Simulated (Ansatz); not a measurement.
Diamond-structure Ge was calculated with PBE-D3(BJ) (plane waves, PAW; Ansatz, a quantum-chemistry and plane-wave program).

Numerical settings: plane-wave cutoff 520 eV, 20×20×20 k mesh, Fermi–Dirac smearing 0.05 eV, scalar-relativistic PAW data made under PBE.

Computed at the level's own relaxed cell.

Elastic tensor (GPa, Voigt notation, ions relaxed):

```
  111.2    41.8    41.8     0.0     0.0     0.0
   41.8   111.2    41.8     0.0     0.0     0.0
   41.8    41.8   111.2     0.0     0.0     0.0
    0.0     0.0     0.0    58.4     0.0     0.0
    0.0     0.0     0.0     0.0    58.4     0.0
    0.0     0.0     0.0     0.0     0.0    58.4
```

Work out the Voigt, Reuss and Hill averages of the bulk and shear moduli, Young's modulus and Poisson's ratio from the printed constants.

K_V = [C11 + C22 + C33 + 2(C12 + C13 + C23)]/9 = [333.6 + 2 × 125.4]/9 = 64.9 GPa. G_V = [333.6 − 125.4 + 3 × 175.2]/15 = 48.9 GPa. From the compliances S = C⁻¹, K_R = 64.9 and G_R = 45.9 GPa. Hill means: K = 64.9, G = 47.4 GPa. E = 9KG/(3K + G) = 114 GPa, ν = (3K − 2G)/(6K + 2G) = 0.21, K/G = 1.37.

Measured, for comparison: elastic constant C11 131 GPa, elastic constant C12 49 GPa, elastic constant C44 68 GPa (low temperature, not corrected to a static lattice; as tabulated in Tanner et al. (2021), arXiv:2110.11888). Computed less measured: elastic constant C11 -15 %, elastic constant C12 -15 %, elastic constant C44 -14 %.

Note: the solid has no gap at this level, which affects its response; the dispersion coefficients are held fixed in the derivatives.

Computed values are for the static lattice.
